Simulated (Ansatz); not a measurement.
## HGe–AsH, quartet: reading a ladder of total energies

Geometry: that of the HGe–AsH, doublet, kept fixed. The doublet lies 1.4 eV lower here.

```yaml
atoms:
  - { symbol: Ge, position_ang: [0.0000, -0.0515, 1.2523] }
  - { symbol: As, position_ang: [0.0000, 0.0490, -1.2133] }
  - { symbol: H, position_ang: [0.0000, 1.5453, 1.3047] }
  - { symbol: H, position_ang: [0.0000, -1.4745, -1.3648] }
```

Basis cc-pVDZ; Ansatz 0.2.0. Correlated methods freeze the noble-gas cores and the filled d shells of p-block atoms, which leaves 11 electrons in 36 orbitals. R marks a restricted (for open shells ROHF) determinant, U an unrestricted one. No spin–orbit coupling is included, and no scalar relativity.

Full CI isn't at hand for all of this; UCCSDT(Q) serves as the reference, and is uncertain by about the last step of the cluster series.

Runs differ by some tens of microhartree through their thresholds and, for an open shell, their frozen cores, so steps under 0.03 kcal/mol mean nothing.

```tsv
level	total energy (hartree)
UHF	-4310.598231
UMP2	-4310.747955
UCCSD	-4310.784416
UCCSD(T)	-4310.789919
UCCSDT	-4310.791146
UCCSDT(Q)	-4310.791458
```

Question: What is the correlation energy at UCCSDT(Q), and what share of it do UMP2 and UCCSD recover?

Answer: E(corr) = -4310.791458 − (-4310.598231) = -0.193227 hartree = -5.258 eV. UMP2: -0.149724 / -0.193227 = 77.49 %. UCCSD: -0.186185 / -0.193227 = 96.36 %.

Question: By how many kcal/mol does UCCSD(T) miss UCCSDT(Q) (1 hartree = 627.509 kcal/mol), and which steps make up the rest?

Answer: -4310.789919 − (-4310.791458) = 0.001539 hartree = 0.97 kcal/mol. Steps: UCCSDT − UCCSD(T) = -0.77, UCCSDT(Q) − UCCSDT = -0.20 kcal/mol. Differences between like states or geometries often cancel part of this.
